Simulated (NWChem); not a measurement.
The numbers come from NWChem runs, not from measurements. System: C (-1), charge -1, spin multiplicity 4. Its SCF solution wasn't tested for a lower state. Level: ROCCSD(T)/def2-TZVPD, 1 core orbitals frozen.

NWChem printed:

```
             Northwest Computational Chemistry Package (NWChem) 7.3.0
             --------------------------------------------------------

                                NWChem Input Module
                                -------------------

 Scaling coordinates for geometry "geometry" by  1.889725989
 (inverse scale =  0.529177249)

                             Geometry "geometry" -> ""
                             -------------------------

 Output coordinates in angstroms (scale by  1.889725989 to convert to a.u.)

  No.       Tag          Charge          X              Y              Z
 ---- ---------------- ---------- -------------- -------------- --------------
    1 C                    6.0000     0.00000000     0.00000000     0.00000000

 Effective nuclear repulsion energy (a.u.)       0.0000000000

            Nuclear Dipole moment (a.u.)
            ----------------------------
        X                 Y               Z
 ---------------- ---------------- ----------------
     0.0000000000     0.0000000000     0.0000000000

      Symmetry information
      --------------------

 Group name             D2h
 Group number             26
 Group order               8
 No. of unique centers     1

      Symmetry unique atoms

     1


 Summary of "ao basis" -> "" (spherical)
 ------------------------------------------------------------------------------
       Tag                 Description            Shells   Functions and Types
 ---------------- ------------------------------  ------  ---------------------
 *                         def2-tzvpd                 on all atoms

 Summary of "ao basis" -> "ao basis" (spherical)
 ------------------------------------------------------------------------------
       Tag                 Description            Shells   Functions and Types
 ---------------- ------------------------------  ------  ---------------------
 C                         def2-tzvpd               13       37   6s3p3d1f

                                 NWChem SCF Module
                                 -----------------

  ao basis        = "ao basis"
  functions       =    37
  atoms           =     1
  closed shells   =     2
  open shells     =     3
  charge          =  -1.00
  wavefunction    = ROHF
  use symmetry    = T
  symmetry adapt  = T

 Summary of "ao basis" -> "ao basis" (spherical)
 ------------------------------------------------------------------------------
       Tag                 Description            Shells   Functions and Types
[...]
     2   0 2 0     -7.761137     -5.300244      0.000000
     2   0 1 1      0.000000      0.000000      0.000000
     2   0 0 2     -7.761137     -5.300244      0.000000

                   NWChem Extensible Many-Electron Theory Module
                   ---------------------------------------------


            General Information
            -------------------
      Number of processors :     1
         Wavefunction type : Restricted open-shell Hartree-Fock
          No. of electrons :     7
           Alpha electrons :     5
            Beta electrons :     2
           No. of orbitals :    74
            Alpha orbitals :    37
             Beta orbitals :    37
        Alpha frozen cores :     1
         Beta frozen cores :     1
     Alpha frozen virtuals :     0
      Beta frozen virtuals :     0
         Spin multiplicity : quartet
    Number of AO functions :    37
       Number of AO shells :    13
        Use of symmetry is : on
      Symmetry adaption is : on
         Schwarz screening : 0.10D-09

          Correlation Information
          -----------------------
          Calculation type : Coupled-cluster singles & doubles w/ perturbation
   Perturbative correction : (T)
            Max iterations :      100
        Residual threshold : 0.10D-05
     T(0) DIIS level shift : 0.00D+00
     L(0) DIIS level shift : 0.00D+00
     T(1) DIIS level shift : 0.00D+00
     L(1) DIIS level shift : 0.00D+00
     T(R) DIIS level shift : 0.00D+00
     T(I) DIIS level shift : 0.00D+00
   CC-T/L Amplitude update :  5-th order DIIS
                I/O scheme : Global Array Library
        L-threshold :  0.10D-05
        EOM-threshold :  0.10D-05
 no EOMCCSD initial starts read in
 TCE RESTART OPTIONS
 SLICE:      F
 D4D5:       F
 quantumc:   F
 qrotation:  F
 pwtce:      F
 qducc:      F
 nacto:                         0
 nrotv:                         0
 nrot:                          0

            Memory Information
            ------------------
          Available GA space size is     249034062 doubles
          Available MA space size is     104855220 doubles

 Maximum block size supplied by input
 Maximum block size        24 doubles

 tile_dim =     10

 -------------------------------------------------

 Global array virtual files algorithm will be used

 Parallel file system coherency ......... OK

 4-electron integrals stored in orbital form

 v2    file size   =            52216
 4-index algorithm nr.  13 is used
 imaxsize =       30
 imaxsize ichop =        0


CCSD iterations
 ---------------------------------------------------------
 Iter          Residuum       Correlation     Cpu    Wall
 ---------------------------------------------------------
    1   0.0675360883566  -0.1082619900989     0.3     0.3
    2   0.0186547854084  -0.1083517877643     0.3     0.3
    3   0.0079268246639  -0.1107041938489     0.3     0.3
    4   0.0041658781826  -0.1104624987881     0.3     0.3
    5   0.0023213481486  -0.1108085784410     0.3     0.3
    6   0.0006348696431  -0.1107490566112     0.3     0.3
    7   0.0002602157336  -0.1107759800736     0.3     0.3
    8   0.0001502882906  -0.1107771671284     0.3     0.3
    9   0.0000885227073  -0.1107804935815     0.2     0.2
   10   0.0000528808309  -0.1107815726784     0.3     0.3
   11   0.0000064718844  -0.1107838707791     0.3     0.3
   12   0.0000029734151  -0.1107843123353     0.3     0.3
   13   0.0000017724354  -0.1107842426621     0.3     0.3
   14   0.0000009413685  -0.1107843235077     0.2     0.2
 -----------------------------------------------------------------
 Iterations converged
 CCSD correlation energy / hartree =        -0.110784323507708
 CCSD total energy / hartree       =       -37.812795457192280

 Singles contributions

 Doubles contributions
 CCSD(T)
 Using plain CCSD(T) code
             total no. of tasks         1089
 total no. of tasks / no. procs         1089
                         wl_min            1           1.0
                         wl_max         1000           3.2
        thresh for no. of tasks         1089

 CCSD[T]  correction energy / hartree =        -0.004402477254611
 CCSD[T] correlation energy / hartree =        -0.115186800762319
 CCSD[T] total energy / hartree       =       -37.817197934446888
 CCSD(T)  correction energy / hartree =        -0.004352419896869
 CCSD(T) correlation energy / hartree =        -0.115136743404577
 CCSD(T) total energy / hartree       =       -37.817147877089148

 Task  times  cpu:        5.5s     wall:        5.5s

 Total times  cpu:        5.5s     wall:        5.5s
```

Q: Write an NWChem input that would produce this output.

A: One answer among several that fit: 
```
start mol
memory heap 100 mb stack 700 mb global 1900 mb
charge -1
geometry units angstroms nocenter noautoz
  C      0.000000     0.000000     0.000000
  symmetry group D2h
end
basis spherical
  * library def2-tzvpd
end
scf
  rohf
  nopen 3
  maxiter 100
  thresh 1e-7
  semidirect memsize 60000000 filesize 0
  # guess.movecs holds the orbitals of an unrestricted PBE0 run
  vectors input guess.movecs output mol.movecs
end
tce
  freeze core 1
  ccsd(t)
  2eorb
  2emet 13
  thresh 1e-6
  maxiter 100
  tilesize 24
end
task tce energy
```
